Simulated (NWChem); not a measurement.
Program: NWChem. System: CH$_{5}$N, charge 0, spin multiplicity 1, displaced from the optimised geometry. Level: CR-CCSD(T)/cc-pVDZ, 2 core orbitals frozen, spin-restricted.

Output (cleaned and shortened):

```
             Northwest Computational Chemistry Package (NWChem) 7.3.0
             --------------------------------------------------------

                                NWChem Input Module
                                -------------------

 Scaling coordinates for geometry "geometry" by  1.889725989
 (inverse scale =  0.529177249)

                             Geometry "geometry" -> ""
                             -------------------------

 Output coordinates in angstroms (scale by  1.889725989 to convert to a.u.)

  No.       Tag          Charge          X              Y              Z
 ---- ---------------- ---------- -------------- -------------- --------------
    1 C                    6.0000    -0.08736300     0.69040100     0.00000000
    2 N                    7.0000     0.19678500    -0.72785100     0.00000000
    3 H                    1.0000     0.37300400     1.16401000    -0.88172500
    4 H                    1.0000     0.37300400     1.16401000     0.88172500
    5 H                    1.0000    -0.99961500     0.93407700     0.00000000
    6 H                    1.0000    -0.21936300    -1.17627400    -0.81332100
    7 H                    1.0000    -0.21936300    -1.17627400     0.81332100

 Effective nuclear repulsion energy (a.u.)      42.7368580459

            Nuclear Dipole moment (a.u.)
            ----------------------------
        X                 Y               Z
 ---------------- ---------------- ----------------
     0.3042156485    -0.0812619970     0.0000000000


 Summary of "ao basis" -> "" (spherical)
 ------------------------------------------------------------------------------
       Tag                 Description            Shells   Functions and Types
 ---------------- ------------------------------  ------  ---------------------
 *                          cc-pvdz                   on all atoms

 Summary of "ao basis" -> "ao basis" (spherical)
 ------------------------------------------------------------------------------
       Tag                 Description            Shells   Functions and Types
 ---------------- ------------------------------  ------  ---------------------
 C                          cc-pvdz                  6       14   3s2p1d
 N                          cc-pvdz                  6       14   3s2p1d
 H                          cc-pvdz                  3        5   2s1p

                                 NWChem SCF Module
                                 -----------------

  ao basis        = "ao basis"
  functions       =    53
  atoms           =     7
  closed shells   =     9
  open shells     =     0
  charge          =   0.00
  wavefunction    = RHF
  use symmetry    = F
  symmetry adapt  = F

 Summary of "ao basis" -> "ao basis" (spherical)
 ------------------------------------------------------------------------------
       Tag                 Description            Shells   Functions and Types
 ---------------- ------------------------------  ------  ---------------------
 C                          cc-pvdz                  6       14   3s2p1d
 N                          cc-pvdz                  6       14   3s2p1d
 H                          cc-pvdz                  3        5   2s1p

 Forming initial guess at       0.1s

      Superposition of Atomic Density Guess
      -------------------------------------

 Sum of atomic energies:         -94.46256426

      Non-variational initial energy
      ------------------------------

 Total energy =     -95.748813
 1-e energy   =    -210.383087
 2-e energy   =      71.897416
 HOMO         =      -0.317298
 LUMO         =       0.098652

 Starting SCF solution at       0.6s

 ----------------------------------------------
         Quadratically convergent ROHF

 Convergence threshold     :          1.000E-07
 Maximum no. of iterations :          100
 Final Fock-matrix accuracy:          1.000E-09
 ----------------------------------------------

              iter       energy          gnorm     gmax       time
             ----- ------------------- --------- --------- --------
                 1      -95.1718758419  6.47D-01  1.63D-01      0.6
                 2      -95.1973373288  2.35D-01  1.00D-01      0.6
[...]
    18      0.519432  2 N  px                21      0.452335  2 N  px
    17      0.253007  2 N  s                 39      0.198531  5 H  s
     4     -0.170472  1 C  px

 Vector   10  Occ=0.000000D+00  E= 1.884460D-01
              MO Center= -3.7D-01, -2.4D-01,  1.7D-13, r^2= 5.0D+00
   Bfn.  Coefficient  Atom+Function         Bfn.  Coefficient  Atom+Function
  ----- ------------  ---------------      ----- ------------  ---------------
     3      1.583508  1 C  s                 17      0.915244  2 N  s
    40     -0.816833  5 H  s                 45     -0.700474  6 H  s
    50     -0.700474  7 H  s                 30     -0.588572  3 H  s
    35     -0.588572  4 H  s                  8      0.336620  1 C  py
    22     -0.331802  2 N  py                21     -0.218406  2 N  px

 Vector   11  Occ=0.000000D+00  E= 2.293912D-01
              MO Center= -3.9D-02,  2.5D-01, -1.0D-13, r^2= 6.1D+00
   Bfn.  Coefficient  Atom+Function         Bfn.  Coefficient  Atom+Function
  ----- ------------  ---------------      ----- ------------  ---------------
     3      1.812212  1 C  s                 17     -1.023801  2 N  s
    30     -0.989394  3 H  s                 35     -0.989394  4 H  s
    45      0.748787  6 H  s                 50      0.748787  7 H  s
    40     -0.659286  5 H  s                  8      0.293565  1 C  py
    21      0.211026  2 N  px                 7      0.176357  1 C  px

 Vector   12  Occ=0.000000D+00  E= 2.468149D-01
              MO Center=  1.1D-01, -1.5D-01, -2.9D-13, r^2= 5.8D+00
   Bfn.  Coefficient  Atom+Function         Bfn.  Coefficient  Atom+Function
  ----- ------------  ---------------      ----- ------------  ---------------
    30      1.180601  3 H  s                 35     -1.180601  4 H  s
    45      1.113372  6 H  s                 50     -1.113372  7 H  s
     9      0.893833  1 C  pz                23      0.548147  2 N  pz
     6      0.220418  1 C  pz                20      0.199516  2 N  pz

 center of mass
 --------------
 x =   0.06145361 y =  -0.06030809 z =   0.00000000

 moments of inertia (a.u.)
 ------------------
          80.014110670002           8.009895014261           0.000000000000
           8.009895014261          17.447798378867           0.000000000000
           0.000000000000           0.000000000000          76.747027000251

  Mulliken analysis of the total density
  --------------------------------------

    Atom       Charge   Shell Charges
 -----------   ------   -------------------------------------------------------
    1 C    6     5.88   2.00  0.64  0.30  2.06  0.78  0.09
    2 N    7     7.32   2.00  0.74  0.68  2.36  1.50  0.03
    3 H    1     0.98   0.76  0.19  0.03
    4 H    1     0.98   0.76  0.19  0.03
    5 H    1     1.02   0.84  0.14  0.04
    6 H    1     0.91   0.73  0.12  0.06
    7 H    1     0.91   0.73  0.12  0.06

       Multipole analysis of the density wrt the origin
       ------------------------------------------------

     L   x y z        total         open         nuclear
     -   - - -        -----         ----         -------
     0   0 0 0      0.000000      0.000000     18.000000

     1   1 0 0     -0.596495      0.000000      0.304216
     1   0 1 0      0.045388      0.000000     -0.081262
     1   0 0 1      0.000000      0.000000      0.000000

     2   2 0 0    -11.336579      0.000000      6.037236
     2   1 1 0      1.211895      0.000000     -3.263234
     2   1 0 1     -0.000000      0.000000      0.000000
     2   0 2 0     -9.781490      0.000000     46.130545
     2   0 1 1     -0.000000      0.000000      0.000000
     2   0 0 2     -9.249086      0.000000     10.277023

                   NWChem Extensible Many-Electron Theory Module
                   ---------------------------------------------


            General Information
            -------------------
      Number of processors :     1
         Wavefunction type : Restricted Hartree-Fock
          No. of electrons :    18
           Alpha electrons :     9
            Beta electrons :     9
           No. of orbitals :   106
            Alpha orbitals :    53
             Beta orbitals :    53
        Alpha frozen cores :     2
         Beta frozen cores :     2
     Alpha frozen virtuals :     0
      Beta frozen virtuals :     0
         Spin multiplicity : singlet
    Number of AO functions :    53
       Number of AO shells :    27
        Use of symmetry is : off
      Symmetry adaption is : off
         Schwarz screening : 0.10D-09

          Correlation Information
          -----------------------
          Calculation type : Coupled-cluster singles & doubles w/ perturbation
   Perturbative correction : Completely renormalized (T)
            Max iterations :      100
        Residual threshold : 0.10D-05
     T(0) DIIS level shift : 0.00D+00
     L(0) DIIS level shift : 0.00D+00
     T(1) DIIS level shift : 0.00D+00
     L(1) DIIS level shift : 0.00D+00
     T(R) DIIS level shift : 0.00D+00
     T(I) DIIS level shift : 0.00D+00
   CC-T/L Amplitude update :  5-th order DIIS
                I/O scheme : Global Array Library
        L-threshold :  0.10D-05
        EOM-threshold :  0.10D-05
 no EOMCCSD initial starts read in
 TCE RESTART OPTIONS
 SLICE:      F
 D4D5:       F
 quantumc:   F
 qrotation:  F
 pwtce:      F
 qducc:      F
 nacto:                         0
 nrotv:                         0
 nrot:                          0

            Memory Information
            ------------------
          Available GA space size is     249033991 doubles
          Available MA space size is     104854860 doubles

 Maximum block size supplied by input
 Maximum block size        24 doubles

 tile_dim =     22

 -------------------------------------------------

 Global array virtual files algorithm will be used

 Parallel file system coherency ......... OK

 4-electron integrals stored in orbital form

 v2    file size   =          2012541
 4-index algorithm nr.  13 is used
 imaxsize =       30
 imaxsize ichop =        0


CCSD iterations
 ---------------------------------------------------------
 Iter          Residuum       Correlation     Cpu    Wall
 ---------------------------------------------------------
    1   0.1462640420189  -0.3232163717163     0.3     0.3
    2   0.0409725810589  -0.3450589430730     0.2     0.2
    3   0.0147863314746  -0.3510336827993     0.2     0.2
    4   0.0059868995454  -0.3526208386601     0.4     0.4
    5   0.0025792966624  -0.3531819698895     0.3     0.3
    6   0.0003850022956  -0.3535110267680     0.2     0.2
    7   0.0001476810628  -0.3535314415581     0.2     0.2
    8   0.0000710312548  -0.3535305673081     0.2     0.2
    9   0.0000384673594  -0.3535306538978     0.2     0.2
   10   0.0000223024275  -0.3535308482888     0.2     0.2
   11   0.0000061374132  -0.3535311507346     0.2     0.2
   12   0.0000026466627  -0.3535312357430     0.2     0.2
   13   0.0000015225850  -0.3535312662317     0.2     0.2
   14   0.0000009153980  -0.3535312577485     0.2     0.2
 -----------------------------------------------------------------
 Iterations converged
 CCSD correlation energy / hartree =        -0.353531257748469
 CCSD total energy / hartree       =       -95.554451627671142

 Singles contributions

 Doubles contributions
 CR-CCSD(T)

 CR-CCSD[T]  correction energy / hartree =        -0.006814654207453
 CR-CCSD[T] correlation energy / hartree =        -0.360345911955922
 CR-CCSD[T] total energy / hartree       =       -95.561266281878588
 CR-CCSD(T)  correction energy / hartree =        -0.006671556934789
 CR-CCSD(T) correlation energy / hartree =        -0.360202814683258
 CR-CCSD(T) total energy / hartree       =       -95.561123184605933

 Task  times  cpu:       25.1s     wall:       25.1s

 Total times  cpu:       25.1s     wall:       25.1s
```

Task: Write an NWChem input that would produce this output.

Result: Several could match; the one computed here: 
```
start mol
memory heap 100 mb stack 700 mb global 1900 mb
geometry units angstroms nocenter noautoz noautosym
  C     -0.087363     0.690401     0.000000
  N      0.196785    -0.727851     0.000000
  H      0.373004     1.164010    -0.881725
  H      0.373004     1.164010     0.881725
  H     -0.999615     0.934077     0.000000
  H     -0.219363    -1.176274    -0.813321
  H     -0.219363    -1.176274     0.813321
end
basis spherical
  * library cc-pvdz
end
scf
  rhf
  nopen 0
  maxiter 100
  thresh 1e-7
  semidirect memsize 60000000 filesize 0
end
tce
  freeze core 2
  cr-ccsd(t)
  2eorb
  2emet 13
  thresh 1e-6
  maxiter 100
  tilesize 24
end
task tce energy
```
